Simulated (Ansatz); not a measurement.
# The boron atom (doublet): wave-function methods side by side, STO-3G

How much of the correlation energy of the boron atom (doublet) does each wave-function method recover here?

Computed with Ansatz 0.2.0, Gaussian basis. Level: STO-3G, core rule «outside noble gas», up to 1 orbitals frozen.

To be run: UHF; CCSD(T) on ROHF; CCSD(T) on UHF; BCCD(T) on ROHF; CISD; CCSDT on ROHF; CCSDT on UHF; CASSCF and MRCISD+Q, 3 electrons in 4 orbitals; CASSCF and MRCISD+Q(relaxed), 3 electrons in 4 orbitals; CASSCF and NEVPT4(SD), 3 electrons in 4 orbitals; CASSCF and NEVPT2, 3 electrons in 4 orbitals; Full CI; Full CI in the symmetry of the determinant.

### Step 1. The atom

A free atom, in its lowest state of this spin that the program finds.

1 atom, charge 0, spin multiplicity 2.

### Step 2. UHF

The input, in.yaml:

```yaml
crystal:
  periodic: [false, false, false]
  atoms:
    - {symbol: B, position_ang: [0.000000, 0.000000, 0.000000]}
basis:
  gaussian: {orbitals: STO-3G}
magnetization: {spin_polarized: true, initial_magnetization: 1}
hamiltonian: {xc: hf}
output: {orbitals: {seedname: orbitals}}
```

Started as:

```console
> ansatz run in.yaml --threads 1 --pin off --events-out ev --progress --plain --max-ram 2393MiB
```

After this run come: CCSD(T) on ROHF; CCSD(T) on UHF; BCCD(T) on ROHF; CISD; CCSDT on ROHF; CCSDT on UHF; CASSCF and MRCISD+Q, 3 electrons in 4 orbitals; CASSCF and MRCISD+Q(relaxed), 3 electrons in 4 orbitals; CASSCF and NEVPT4(SD), 3 electrons in 4 orbitals; CASSCF and NEVPT2, 3 electrons in 4 orbitals; Full CI; Full CI in the symmetry of the determinant.

Q: Predict the results of all the runs planned. Wanted: FCI below the RHF energy; RMP2 from FCI; UMP2 from FCI; RCCSD from FCI; RCCSD(T) from FCI; UCCSD(T) from FCI; NEVPT2 valence from FCI; NEVPT4(SD) valence from FCI; MRCISD+Q valence from FCI.

**Answer**, as computed:

```
                         quantity                                                                                                                                                                             value
         FCI below the RHF energy                                                                                                                                                                        -1.0883 eV
                    RMP2 from FCI                                                                                                                                                                        +580.6 meV
                    UMP2 from FCI                                                                                                                                                                        +580.6 meV
                   RCCSD from FCI                                                                                                                                                                          -0.1 meV
                RCCSD(T) from FCI                                                                                                                                                                          -0.1 meV
                UCCSD(T) from FCI                                                                                                                                                                          -0.1 meV
          NEVPT2 valence from FCI                                                                                                                                                                          -3.3 meV
      NEVPT4(SD) valence from FCI                                                                                                                                                                          -3.3 meV
        MRCISD+Q valence from FCI                                                                                                                                                                          -3.3 meV
levels within 1 kcal/mol (43 meV)  CISD, RCCSD, UCCSD, RCCSD(T), UCCSD(T), BCCD(T), RCCSDT, UCCSDT, CASSCF valence, NEVPT2 valence, NEVPT4(SD) valence, MRCISD valence, MRCISD+Q valence, MRCISD+Q(relaxed) valence
                    T1 diagnostic                                                                                                                                                                             0.000
   effectively unpaired electrons                                                                                                                                                                              1.08
```

What this shows: RCCSD(T) lands -0.1 meV from the yardstick (0.0 % of the correlation energy). CASSCF valence, NEVPT2 valence, NEVPT4(SD) valence, MRCISD valence, MRCISD+Q valence, MRCISD+Q(relaxed) valence fall below full CI, which methods that aren't variational can do. One determinant dominates. Of the multireference levels listed NEVPT2 valence comes nearest in total energy (-3.3 meV), which doesn't show that its space is the better one. These misses are within one basis, not against nature; the frozen cores of restricted and unrestricted runs differ, which can shift their rows.
